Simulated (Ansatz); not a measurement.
# C3HN: the cost of one run

Program: Ansatz 0.2.0. Level of theory: the levels named in each step. These are calculated values, not measurements.

## (1) The starting structure

Bond lengths: C1–C2 1.204 Å, C2–C3 1.365 Å, C3–N4 1.148 Å, C1–H5 1.050 Å. Angles: C1–C2–C3 180.0°, C2–C1–H5 180.0°, C2–C3–N4 180.0°.

Coordinates:

```xyz
5

C     0.0000    0.0000   -1.2882
C     0.0000    0.0000   -0.0843
C     0.0000    0.0000    1.2812
N     0.0000    0.0000    2.4292
H     0.0000    0.0000   -2.3379
```

## (2) A rough first relaxation, PBE-D4/def2-SVP

This run stands in another session on the same molecule. It ended at:

```xyz
5

C     0.0000    0.0000   -1.3051
C     0.0000    0.0000   -0.0785
C     0.0000    0.0000    1.2960
N     0.0000    0.0000    2.4746
H     0.0000    0.0000   -2.3871
```

## (3) Relaxation, PBE0-D4/def2-TZVPP

This run stands in another session on the same molecule. It ended at:

```xyz
5

C     0.0000    0.0000   -1.2860
C     0.0000    0.0000   -0.0850
C     0.0000    0.0000    1.2839
N     0.0000    0.0000    2.4381
H     0.0000    0.0000   -2.3510
```

## (4) Frequencies, PBE0-D4/def2-TZVPP

input.yaml reads:

```yaml
crystal:
  periodic: [false, false, false]
  atoms:
    - { symbol: C, position_ang: [0.0, 0.0, -1.2860443] }
    - { symbol: C, position_ang: [0.0, 0.0, -0.08498785] }
    - { symbol: C, position_ang: [0.0, 0.0, 1.28393658] }
    - { symbol: "N", position_ang: [0.0, 0.0, 2.4380813] }
    - { symbol: H, position_ang: [0.0, 0.0, -2.35098572] }
basis:
  gaussian: { orbitals: def2-TZVPP }
hamiltonian:
  xc: pbe0
  dispersion: d4
phonons: {}
```

Launch:

```bash
$ ansatz run input.yaml --threads 2 --pin off --max-ram 5120MiB --backend cpu --events-out ev --progress --plain --runs-dir out
```

Q: Estimate wall time and peak memory on 2 threads of Arm Neoverse V2, shared host.

About 29 s, with a peak of 0.2 GiB.
